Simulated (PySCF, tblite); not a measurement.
Isomers of C3H6P2, one GFN2-xTB conformer each. Single-point energies are computed at PBE0/pcSseg-1 (PySCF, gas phase, no added dispersion term), electronic only.

```csv
SMILES,GFN2-xTB relative energy (kJ/mol)
CP(C)C#P,0.0
C#CPCP,74.9
```

Conformers: `[CH:1]#[C:2][PH:3][CH2:4][PH2:5]` with C2–P3–C4–P5 52°, P3–C4–P5–H 47° and -46°.

**Question.** What does PBE0/pcSseg-1 give for the same structures?

**Answer.** 
```tsv
SMILES	PBE0/pcSseg-1 E (Eh)	PBE0/pcSseg-1 (kJ/mol)	GFN2-xTB (kJ/mol)	point group
CP(C)C#P	-800.14164	0.0	0.0	Cs
C#CPCP	-800.09459	123.5	74.9	C1
```

Both levels put the same isomer lowest. As drawn, the higher has a C≡C bond, which the lower lacks.

**Question.** Which frontier levels, dipoles and rotational constants go with these structures?

**Answer.** 
```json
{"SMILES": "CP(C)C#P", "HOMO (eV, PBE0/pcSseg-1)": "-6.69", "LUMO (eV)": "-1.60", "dipole (D)": "1.69", "A, B, C (MHz)": "5768, 1724, 1497"}
{"SMILES": "C#CPCP", "HOMO (eV, PBE0/pcSseg-1)": "-6.79", "LUMO (eV)": "-0.45", "dipole (D)": "0.42", "A, B, C (MHz)": "4394, 2040, 1497"}
```

**Question.** What happens when harmonic zero-point energies from GFN2-xTB frequencies are added?

**Answer.** 
```tsv
SMILES	ZPE (kJ/mol)	electronic (kJ/mol)	with ZPE (kJ/mol)
CP(C)C#P	209.3	0.0	0.0
C#CPCP	188.7	123.5	103.0
```

The zero-point energies span 20.6 kJ/mol. The order is unchanged.
